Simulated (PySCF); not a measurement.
## TDDFT beside published excitation energies

Published values to compare with (the computed states carry no symmetry labels, so the two lists aren't matched line by line):

```tsv
state	E (eV)	f	kind of transition	source
3A''(n→π*)	0.88		vertical absorption	[1]
1A''(n→π*)	1.74	0.000	vertical absorption	[1]
1A'(double)	4.33	0.000	vertical absorption	[1]
1A'(genuine double)	4.33		vertical absorption	[2]
3A'(π→π*)	5.61		vertical absorption	[1]
1A'(n.d.)	6.27	0.038	vertical absorption	[1]
```

[1] computed, theoretical best estimate (aug-cc-pVTZ, frozen core, CC3 geometry), gas; Veril, Scemama, Caffarel, Lipparini, Boggio-Pasqua, Jacquemin, Loos, WIREs Comput. Mol. Sci. 2021, 11, e1517 (QUESTDB)
[2] computed, theoretical best estimate (aug-cc-pVTZ), gas; Kossoski, Boggio-Pasqua, Loos, Jacquemin, double excitations: improvement and extension (2024), arXiv:2403.19597

Species: HNO.
InChI=1S/HNO/c1-2/h1H

Theory: PySCF 2.14.0, density-fitted response routines, TDDFT PBE0/def2-SVPD, vertical, gas phase, core orbitals frozen in the response. Isolated species at its PBE0-D3(BJ)/def2-SVP geometry, gas phase.

Computed singlets: 1.52 eV (f 0.000); 6.65 eV (f 0.077); 7.54 eV (f 0.002); 8.47 eV (f 0.031); 8.77 eV (f 0.001); 9.00 eV (f 0.061); 9.74 eV (f 0.003); 10.09 eV (f 0.007); 10.68 eV (f 0.088); 11.34 eV (f 0.076). Computed triplets (Tamm–Dancoff): 0.44, 5.65, 5.84, 6.17 eV.

**Question.** How does the lowest computed singlet compare with the best estimate listed for the lowest singlet (vertical absorption)?

**Answer.** 1.52 eV against 1.74 eV for 1A''(n→π*) [1]: a difference of -0.22 eV. Geometry and basis of the two calculations needn't be the same.

**Question.** How does the lowest computed triplet compare with the best estimate listed for the lowest triplet (vertical absorption)?

**Answer.** 0.44 eV against 0.88 eV for 3A''(n→π*) [1]: a difference of -0.44 eV. Geometry and basis of the two calculations needn't be the same.

n.d. means that the source names no orbital transition; it classes the state at 6.27 eV as Rydberg. Note on [2]: supersedes the 2021 QUESTDB value where one exists.

States of double-excitation character are out of reach of adiabatic linear-response TDDFT and have no counterpart, or a poor one, in the computed list.

The vertical ionisation energy is 10.47 eV (ΔSCF), so S9 and higher lie in the continuum; a finite Gaussian basis only mimics such states.
